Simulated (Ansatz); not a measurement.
# AlSi+ (quintet): correlated methods under varied settings

One table from this session's results is given with a row withheld; the runs are named, their logs left out.

Computed with Ansatz 0.2.0, Gaussian basis. Level: the settings change from run to run.

16 further runs of the same task are left out: 7 that didn't finish, 9 set aside as unsound or not needed. Runs told in other sessions of the task aren't counted.

### The geometry

The geometry is a PBE0/def2-TZVP stationary point (not a proven minimum) of the parent state, kept for this charge and spin.

2 atoms, charge 1, spin multiplicity 5.

Atoms are counted from 1 here; the program's logs count them from 0.

Bond lengths: Si1–Al2 2.416 Å.

As a file:

```xyz
2

Si    0.0000    0.0000    0.0000
Al    0.0000    0.0000    2.4162
```

The first run:

Input file in.yaml:

```yaml
crystal:
  periodic: [false, false, false]
  atoms:
    - {symbol: Si, position_ang: [0.000000, 0.000000, 0.000000]}
    - {symbol: Al, position_ang: [0.000000, 0.000000, 2.416200]}
basis:
  gaussian: {orbitals: cc-pVDZ}
total_charge: 1
magnetization: {spin_polarized: false, initial_magnetization: 4}
correlation: {active_space: {ras: {orbitals: [1, 4, 21], electrons: 6, max_holes: 2, max_particles: 2}, fixed_orbitals: true}}
accuracy: high
```

On the command line:

```
ansatz run in.yaml --threads 1 --pin off --events-out ev --progress --plain --max-ram 2393MiB
```

Among the steps run: CISD/cc-pVDZ; CCSD(T) on UHF/cc-pVDZ; NEVPT4(SD)(6,5)/STO-3G; CCSDT on UHF/cc-pVDZ; CCSDT(Q)/B on UHF/cc-pVDZ.

One table of the session follows, with a row left open; its other results are not shown here.

| level | from FCI (meV) |
| --- | --- |
| CISD/cc-pVDZ | 162.0 |
| CCSD(T) on UHF/cc-pVDZ | 55.2 |
| NEVPT4(SD)(6,5)/STO-3G (excited root 1 of an average) |  |
| CCSDT on UHF/cc-pVDZ | ? |
| CCSDT(Q)/B on UHF/cc-pVDZ | 0.3 |

**Question.** Estimate the row for CCSDT on UHF/cc-pVDZ.

**Answer.** from FCI (meV): 8.6.

Limits of these values: Where basis and cores are those of an earlier FCI/cc-pVDZ run (-14437.7214 eV), and the records show the same count of frozen orbitals and kind of state, the miss against it is given; a blank cell means that this couldn't be shown.
